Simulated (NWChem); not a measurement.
System: SiO cation, doublet; SMILES of the neutral closed-shell parent O=[Si]

Here is an NWChem input.

```
start job
memory heap 200 mb stack 900 mb global 1100 mb
charge 1
geometry units angstroms noautosym nocenter noautoz
  Si     0.000000     0.000000     0.566628
  O      0.000000     0.000000    -0.971807
end
basis spherical
  Si library def2-svp
  O library def2-svp
end
dft
  odft
  mult 2
  xc xpbe96 cpbe96
  iterations 150
end
cosmo
  do_cosmo_smd true
  solvent propnol2
end
task dft energy
```

Parts of the log:

```
             Northwest Computational Chemistry Package (NWChem) 7.3.0
             --------------------------------------------------------

                             Geometry "geometry" -> ""
                             -------------------------

 Output coordinates in angstroms (scale by  1.889725989 to convert to a.u.)

  No.       Tag          Charge          X              Y              Z
 ---- ---------------- ---------- -------------- -------------- --------------
    1 Si                  14.0000     0.00000000     0.00000000     0.56662800
    2 O                    8.0000     0.00000000     0.00000000    -0.97180700

 Effective nuclear repulsion energy (a.u.)      38.5247682794

  pbe96 is a nonlocal functional; adding pw91lda local functional.

                                 NWChem DFT Module
                                 -----------------

 Summary of "ao basis" -> "ao basis" (spherical)
 ------------------------------------------------------------------------------
       Tag                 Description            Shells   Functions and Types
 ---------------- ------------------------------  ------  ---------------------
 Si                         def2-svp                 8       18   4s3p1d
 O                          def2-svp                 6       14   3s2p1d

 in cosmo_initialize ...
 calling solv_data for solv:propnol2

 solvent parameters
 solvname_short: propnol2
 solvname_long:  2-propanol
 dielec:       19.2640
 dielecinf:     1.8978
 nonaqueous SMD model solvent descriptors
 dielec:       19.2640
 sola:          0.3300
 solb:          0.5600
 solc:          0.0000
 solg:         30.1300
 solh:          0.0000
 soln:          1.3776

          ---------------
          -cosmo- solvent
          ---------------
 Cosmo: York-Karplus, doi: 10.1021/jp992097l
 dielectric constant -eps-     =  19.26
 screen = (eps-1)/(eps    )    =   0.94809
 surface charge correction     = lagrangian

   van der Waals surface
 --------------------------

[...]

                                COSMO-SMD solvation results
                                ---------------------------

             internal energy in gas <Psi(g)|H|Psi(g)> =      -363.931577433177
         internal energy in solvent <Psi(s)|H|Psi(s)> =      -363.929902734786
                               delta internal energy  =         0.001674698391 (    1.05 kcal/mol)
   total free energy in solvent <Psi(s)|H+V/2|Psi(s)> =      -364.036618880912
 polarization energy contribution <Psi(s)|V/2|Psi(s)> =        -0.106716146126 (  -66.97 kcal/mol)
    total free energy in solvent including G(SMD-CDS) =      -364.037176645218
                       G(SMD-CDS) energy contribution =        -0.000557764305 (   -0.35 kcal/mol)
     1 M fixed-concentration free energy of solvation =        -0.105599212041 (  -66.26 kcal/mol)

                    DFT Final Alpha Molecular Orbital Analysis
                    ------------------------------------------

 Vector    9  Occ=1.000000D+00  E=-4.206166D-01
              MO Center=  1.2D-11,  2.6D-11,  2.5D-01, r^2= 2.1D+00
   Bfn.  Coefficient  Atom+Function         Bfn.  Coefficient  Atom+Function
  ----- ------------  ---------------      ----- ------------  ---------------
     3      0.496263  1 Si s                 24     -0.450821  2 O  pz
    10      0.380679  1 Si pz                 2      0.251233  1 Si s
    27     -0.248174  2 O  pz                 4      0.218327  1 Si s
     7     -0.187819  1 Si pz                13      0.146828  1 Si pz
    21      0.096267  2 O  s                 16     -0.049136  1 Si d  0

 Vector   10  Occ=1.000000D+00  E=-4.123202D-01
              MO Center= -2.1D-11, -2.6D-11, -7.2D-01, r^2= 9.6D-01
   Bfn.  Coefficient  Atom+Function         Bfn.  Coefficient  Atom+Function
  ----- ------------  ---------------      ----- ------------  ---------------
    23      0.457119  2 O  py                22      0.373332  2 O  px
    26      0.291181  2 O  py                25      0.237810  2 O  px
     9      0.182652  1 Si py                 8      0.149173  1 Si px
    12      0.118934  1 Si py                11      0.097134  1 Si px
     6     -0.091564  1 Si py                 5     -0.074781  1 Si px

 Vector   11  Occ=1.000000D+00  E=-4.123202D-01
              MO Center=  2.1D-11, -1.7D-11, -7.2D-01, r^2= 9.6D-01
   Bfn.  Coefficient  Atom+Function         Bfn.  Coefficient  Atom+Function
  ----- ------------  ---------------      ----- ------------  ---------------
    22      0.457119  2 O  px                23     -0.373332  2 O  py
    25      0.291181  2 O  px                26     -0.237810  2 O  py
     8      0.182652  1 Si px                 9     -0.149173  1 Si py
    11      0.118934  1 Si px                12     -0.097134  1 Si py
     5     -0.091564  1 Si px                 6      0.074781  1 Si py

 Vector   12  Occ=0.000000D+00  E=-2.023076D-01
              MO Center=  5.9D-13, -5.4D-13,  5.1D-01, r^2= 2.2D+00
   Bfn.  Coefficient  Atom+Function         Bfn.  Coefficient  Atom+Function
  ----- ------------  ---------------      ----- ------------  ---------------
    12      0.428009  1 Si py                 9      0.425099  1 Si py
    11      0.349114  1 Si px                 8      0.346740  1 Si px
    23     -0.242184  2 O  py                26     -0.202587  2 O  py
    22     -0.197542  2 O  px                 6     -0.188379  1 Si py
    25     -0.165244  2 O  px                 5     -0.153655  1 Si px

[...]
```

Level: PBE/def2-SVP, spin-unrestricted, SMD on the gas-phase geometry. The geometry was optimised at B3LYP/6-31G* (spherical d), spin-unrestricted. The spin multiplicity was typed, not searched, and may not be the lowest. No stability test was run on the SCF state. Solvent: 2-propanol.
